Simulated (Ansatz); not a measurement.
Ideal-gas functions of C3H2ClN (`C=C1N=C1Cl`) at 298.15 K and 1 bar, from an Ansatz frequency run at PBE0-D4/def2-TZVP.

Molar mass 87.51 g/mol, point group Cs (symmetry number 1), electronic degeneracy 1, moments of inertia 33.113, 215.65, 248.763 u Å². Harmonic wavenumbers (cm⁻¹, unscaled): 210, 288, 457, 549, 567, 714, 779, 813, 1037, 1173, 1441, 1656, 1954, 3179, 3273.

Use S(trans) = R[1.5 ln M + 2.5 ln T − 1.1517]; rotational temperatures θ = 24.2544 K / I; S(rot) = R[ln(√π/σ · √(T³/θAθBθC)) + 1.5]; for each mode x = 1.438777 ν̃/T, S = R[x/(eˣ − 1) − ln(1 − e⁻ˣ)] and H = RT x/(eˣ − 1); 1 cm⁻¹ = 0.0119627 kJ/mol; R = 8.31446 J/(mol·K).

Problem. By hand: the entropy, in J/(mol·K).

Solution. Translation 164.6. Rotation: θ = 0.7325, 0.1125, 0.0975 K, giving 108.3. Vibration, mode by mode: 8.55, 6.22, 3.24, 2.29, 2.13, 1.21, 0.94, 0.82, 0.34, 0.19, 0.06, 0.03, 0.01, 0.00, 0.00, in all 26.0. Electronic 0.0. Sum 298.9 J/(mol·K).

Problem. By hand: H − E and G − E in kJ/mol, counted from the electronic energy.

Solution. Zero-point energy ½ × 18090 × 0.0119627 = 108.2; thermal vibration 5.1; translation, rotation and pV give 4 RT = 9.9. H − E = 123.2 kJ/mol, and G − E = 123.2 − 298.15 × 298.9/1000 = 34.1 kJ/mol.

Vibration gives 9 % of the entropy.
